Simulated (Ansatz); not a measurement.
# C2H5Si: the cost of one run

Method: single points in def2-TZVPP; program: Ansatz 0.2.0, Gaussian basis.

Correlated methods freeze the cores.

### Step 1. Where the work starts

SMILES `C=[SiH][CH2+]`, 8 atoms, charge 1, spin multiplicity 1.

Atoms are counted from 1 here; the program's logs count them from 0.

Bond lengths: C1–Si2 1.736 Å, C1–H4 1.112 Å, C1–H5 1.119 Å, Si2–C3 1.730 Å, Si2–H6 1.440 Å, C3–H7 1.109 Å, C3–H8 1.101 Å. Angles: Si2–C1–H4 120.1°, Si2–C1–H5 124.2°, H4–C1–H5 115.7°, C1–Si2–C3 108.4°, C1–Si2–H6 125.5°, C3–Si2–H6 125.9°, Si2–C3–H7 126.7°, Si2–C3–H8 122.0°, H7–C3–H8 111.3°.

As a file:

| atom | x (Å) | y (Å) | z (Å) |
| --- | --- | --- | --- |
| C1 | -0.9916 | 0.7665 | -0.6828 |
| Si2 | 0.4061 | 0.5726 | 0.3285 |
| C3 | 0.7317 | -1.1184 | 0.4905 |
| H4 | -1.4493 | -0.1189 | -1.1761 |
| H5 | -1.5058 | 1.7439 | -0.8640 |
| H6 | 1.1012 | 1.6363 | 1.0068 |
| H7 | 1.5038 | -1.5862 | 1.1340 |
| H8 | 0.1773 | -1.8760 | -0.0839 |

### Step 2. PBE-D4/def2-TZVPP

run/in.yaml reads:

```yaml
crystal:
  periodic: [false, false, false]
  atoms:
    - {symbol: C, position_ang: [-0.991605, 0.766494, -0.682756]}
    - {symbol: Si, position_ang: [0.406114, 0.572633, 0.328505]}
    - {symbol: C, position_ang: [0.731688, -1.118414, 0.490457]}
    - {symbol: H, position_ang: [-1.449349, -0.118928, -1.176070]}
    - {symbol: H, position_ang: [-1.505823, 1.743941, -0.864014]}
    - {symbol: H, position_ang: [1.101188, 1.636285, 1.006815]}
    - {symbol: H, position_ang: [1.503803, -1.586159, 1.134015]}
    - {symbol: H, position_ang: [0.177284, -1.875980, -0.083923]}
basis:
  gaussian: {orbitals: def2-TZVPP}
total_charge: 1
hamiltonian: {xc: pbe, dispersion: d4}
output: {forces: true}
```

The run is started by

```console
ansatz run in.yaml --threads 2 --pin off --events-out ev --progress --plain --max-ram 3481MiB
```

Q: Estimate wall time and peak memory on 2 threads of Intel Xeon Platinum 8259CL at 2.50GHz, shared host.

About 2.1 s, with a peak of 0.18 GiB.
